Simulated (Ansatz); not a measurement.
C₂H₂O₂, singlet: CASSCF and its corrections

Calculated in Ansatz's Gaussian-basis code; CASPT2, NEVPT3, NEVPT4(SD) by development code. Basis cc-pVDZ, nonrelativistic, 4 orbitals frozen in the corrections. State-specific CASSCF; RHF is the lowest restricted (open-shell) Hartree–Fock solution met. Letters tell apart solutions met in one space. No symmetry is imposed, so a solution can break that of the shape. Lower solutions, or ones in other orbitals, may exist. Single-reference values can break down or jump between states where bonds are stretched.

Geometry:

```xyz
6

C     0.0000    0.7564    0.0000
C     0.0000   -0.7564    0.0000
O     1.0461    1.3899    0.0000
H    -0.9999    1.2282    0.0000
O    -1.0461   -1.3899    0.0000
H     0.9999   -1.2282    0.0000
```

CASSCF less RHF, in eV, and natural occupations:

| CAS | CASSCF | occupations |
| --- | --- | --- |
| (8,6) a | -2.165 | 2.00, 2.00, 1.98, 1.93, 0.07, 0.02 |
| (8,6) b | -2.131 | 2.00, 2.00, 1.92, 1.90, 0.12, 0.07 |

Q: What totals less RHF do the corrections give on each solution?

A: 

```json
{"CAS": "(8,6) a", "SC-NEVPT2": "-16.406", "FIC-NEVPT2": "-16.488", "NEVPT3": "-17.148", "NEVPT4(SD)": "-17.707", "CASPT2 (IPEA 0)": "-16.742"}
{"CAS": "(8,6) b", "SC-NEVPT2": "-16.725", "FIC-NEVPT2": "-16.748", "NEVPT3": "-17.241", "NEVPT4(SD)": "-17.794", "CASPT2 (IPEA 0)": "-16.793"}
```

Q: In CAS(8,6), is the solution lowest in CASSCF also lowest after SC-NEVPT2?

A: No: (8,6) b is lowest after SC-NEVPT2, 0.32 eV under (8,6) a, which leads in CASSCF.

Q: How do single-reference totals in the same basis and frozen core stand against SC-NEVPT2 in CAS(8,6) a?

A: CCSD(T) -1.568 eV. Coupled cluster stands on the determinant that it favours, which can lie over the RHF solution above, and is in doubt where the occupations are far from 0, 1 and 2.

Q: Roughly how much CPU time does a whole run from the default start take (median of such runs, summed over threads; nearly all runs on one pinned thread of a shared server, mostly Xeon at 2.3 to 2.6 GHz, by a development driver)?

A: CAS(8,6) a: about 14 s. Other jobs ran beside these, and the count of passes differs.
